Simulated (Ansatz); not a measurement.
This geometry of CH2BN (5 atoms, charge 0, multiplicity 1) is a first-order saddle point.

These are results of RKS r2SCANh/def2-SVP (Ansatz 0.2.0), not measurements.

```xyz
5
Properties=species:S:1:pos:R:3
B -2.034 -0.054 0.797
C -0.640 -0.016 0.250
N 0.542 0.014 -0.212
H 0.829 -0.495 -1.058
H 1.303 0.551 0.224
```

**Question.** Which two structures does it join? (They come from a converged band through this point; their orientation in space is the band's.)

**Answer.** No bond is made or broken. The dihedral B1–C2–N3–H5 changes from 90 to -90° by way of a nearly straight angle B1–C2–N3 (up to 180°), not by a turn about the bond. The two ends are copies of one structure, up to a mirror image or an exchange of like atoms.

Image 0:

```xyz
5
Properties=species:S:1:pos:R:3
B -1.975 0.045 0.694
C -0.565 -0.263 0.423
N 0.531 -0.002 -0.194
H 0.767 -0.413 -1.103
H 1.242 0.634 0.180
```

Image 10:

```xyz
5
Properties=species:S:1:pos:R:3
B -1.915 -0.151 0.832
C -0.714 0.228 0.078
N 0.520 0.032 -0.218
H 0.818 -0.577 -0.986
H 1.292 0.468 0.295
```

**Question.** How far does it lie above each of them?

**Answer.** 0.110 eV above the first and 0.110 eV above the second. This is the barrier of this one path; another mechanism may lie lower.

The run took 80 s on 1 thread of Intel(R) Xeon(R) Platinum 8488C (Sapphire Rapids), on a shared host, peak memory 0.13 GiB.
